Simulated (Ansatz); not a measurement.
Down a group: vertical ionisation energies of HBF, HBCl

Ansatz 0.2.0, functionals in def2-QZVPP, HF, MP2 and coupled cluster extrapolated from def2-TZVPP and def2-QZVPP (exp(−7.88 √X), X^−2.97); geometries are PBE0/def2-TZVP minima. Wave-function levels freeze the cores; HF, MP2 and coupled cluster are restricted for singlets and unrestricted otherwise, Kohn–Sham unrestricted where that lies lower. The best estimate adds to that CCSD(T) limit the step from CCSD(T) to the highest level run in a smaller set (CCSDT(Q)/cc-pVDZ, CCSDT(Q)/cc-pVTZ). It lacks core correlation, which semilocal and hybrid functionals hold and which counts in their errors here, (a few kJ/mol in atomization energies of light atoms) is good to about 1 kcal/mol where the step is under 0.06 eV, as here, and is no measured value. An error is the level's value less this estimate. Energies are electronic, without zero-point terms. No spin–orbit coupling and no scalar relativity. B2PLYP's MP2 part freezes the cores and isn't at its limit in this set. CCSD(T)'s error is that step with its sign reversed, by construction, and steps from double-zeta sets run high. The species are chosen: bound, without strong static correlation by their natural occupations or amplitudes, in their lowest spin state as far as vertical gaps and like structures tell, with only the lowest ion state computed, and with a ladder that closes on the reference, so errors are smaller than for species at large; levels whose determinant breaks symmetry or spin markedly are left out.

```csv
species,bonds (Å),quantity,symmetry of the states,reference,value (eV),error MP2,error CCSD(T),error PBE,error B97M-V,error B2PLYP
"HBF, doublet","B–F 1.301, B–H 1.206, angle at B 121°",vertical ionisation to the singlet,A' / A',limit + step to CCSDT(Q)/cc-pVDZ,9.162,-0.048,0.007,0.015,0.008,0.018
"HBCl, doublet","B–Cl 1.710, B–H 1.193, angle at B 124°",vertical ionisation to the singlet,A' / A',limit + step to CCSDT(Q)/cc-pVTZ,8.703,-0.022,0.011,-0.032,-0.013,-0.027
```

The reference falls from F to Cl, by 0.459 eV in all.
